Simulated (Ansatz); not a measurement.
Compare A (`CC1(C)CC1`) with its isomer B (`CC1CCC1`).

Program: Ansatz. Geometries: PBE0-D4/def2-TZVP. ΔE: electronic, gas phase. CCSD(T)/CBS is the MP2 limit (def2-TZVPP, def2-QZVPP) plus CCSD(T) − MP2 in def2-TZVPP, frozen cores. DFT in def2-TZVPP. B3LYP here is the variant with VWN-RPA as its local correlation; programs differ in this.

A:

```xyz
15

C    -1.364   -0.384    0.625
C    -0.044    0.048    0.044
C     0.354    1.462    0.371
C     0.339   -0.494   -1.300
C     1.042   -0.979   -0.063
H    -1.599   -1.416    0.354
H    -1.352   -0.319    1.718
H    -2.179    0.251    0.263
H    -0.388    2.175   -0.002
H     1.318    1.716   -0.077
H     0.440    1.605    1.453
H    -0.348   -1.173   -1.792
H     0.887    0.153   -1.974
H     2.065   -0.659    0.098
H     0.830   -1.985    0.280
```

B:

Z-matrix (Å, degrees):
```
C
C 1 1.514
H 1 1.093 2 111.2
H 1 1.094 2 111.2 3 120.2
H 1 1.094 2 111.2 3 -119.9
C 2 1.546 1 113.7 3 169.3
C 2 1.546 1 113.7 3 70.4
H 2 1.093 1 109.7 3 -60.1
C 6 1.541 2 89.0 1 -98.1
H 6 1.092 2 116.9 1 22.8
H 6 1.092 2 111.9 1 148.7
H 7 1.093 2 116.9 1 -22.8
H 7 1.092 2 111.9 1 -148.7
H 9 1.091 6 117.4 2 -137.6
H 9 1.092 6 112.1 2 96.2
```

Q: Which is lower in electronic energy at CCSD(T)/CBS, and by how much? (Best estimate.)

A: The calculation gave: A, by 0.8 kcal/mol.

Q: Give E(B) − E(A) in kcal/mol with CCSD(T)/def2-TZVPP, B3LYP, PBE0-D4, PBE-D4, CCSD/def2-TZVPP, ωB97M-V, B3LYP-D4. (Best estimate.)

A: Computed: CCSD(T)/def2-TZVPP 0.6, B3LYP 1.8, PBE0-D4 1.2, PBE-D4 1.5, CCSD/def2-TZVPP 0.5, ωB97M-V 1.0, B3LYP-D4 1.6. None reverses the order clearly.

Largest T1 diagnostic: 0.008.
